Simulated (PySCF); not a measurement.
Isomers of C4H6S, mass 86.019 u with the commonest isotopes. Level of theory: PBE0-D3(BJ)/def2-SVP geometry optimisation, gas phase (PySCF 2.14.0). One conformer each, none proved a minimum here; rigid rotors.

Question: Order these by rotational constant C, smallest first.
A. `[CH3:1][CH2:2][CH:3]=[C:4]=[S:5]` with C1–C2–C3–C4 -114°
B. `[CH2:1]=[C:2]([CH3:3])[CH:4]=[S:5]` with C1–C2–C4–S5 180°
C. `C1=CCSC1`

Answer: A (1496 MHz), B (1998 MHz), C (2883 MHz).

Question: Order these by rotational constant B, largest first.
A. `[CH3:1][CH2:2][CH:3]=[C:4]=[S:5]` with C1–C2–C3–C4 -114°
B. `S1CC=CC1`
C. `[CH2:1]=[C:2]([CH3:3])[CH:4]=[S:5]` with C1–C2–C4–S5 180°

Answer: B (4791 MHz), C (2558 MHz), A (1529 MHz).

Question: Order these by out-of-plane moment Σ m c² = (Ia + Ib − Ic)/2, smallest first.
A. `[CH3:1][CH2:2][CH:3]=[C:4]=[S:5]` with C1–C2–C3–C4 -114°
B. `[CH2:1]=[C:2]([CH3:3])[CH:4]=[S:5]` with C1–C2–C4–S5 180°
C. `C1=CCSC1`

Answer: B (1.56 u·Å²), C (3.18 u·Å²), A (11.66 u·Å²).

```json
{"SMILES": "C=C(C)C=S", "point group": "Cs", "Ia (u·Å²)": "58.42", "Ib (u·Å²)": "197.60", "Ic (u·Å²)": "252.91", "κ": "-0.83", "μa (D)": "2.59", "μb (D)": "0.42", "μc (D)": "0.00"}
{"SMILES": "C1=CCSC1", "point group": "C2v", "Ia (u·Å²)": "76.15", "Ib (u·Å²)": "105.49", "Ic (u·Å²)": "175.28", "κ": "0.02", "μa (D)": "1.82", "μb (D)": "0.00", "μc (D)": "0.00"}
{"SMILES": "CCC=C=S", "point group": "C1", "Ia (u·Å²)": "30.64", "Ib (u·Å²)": "330.43", "Ic (u·Å²)": "337.74", "κ": "-1.00", "μa (D)": "1.61", "μb (D)": "0.30", "μc (D)": "0.02"}
```
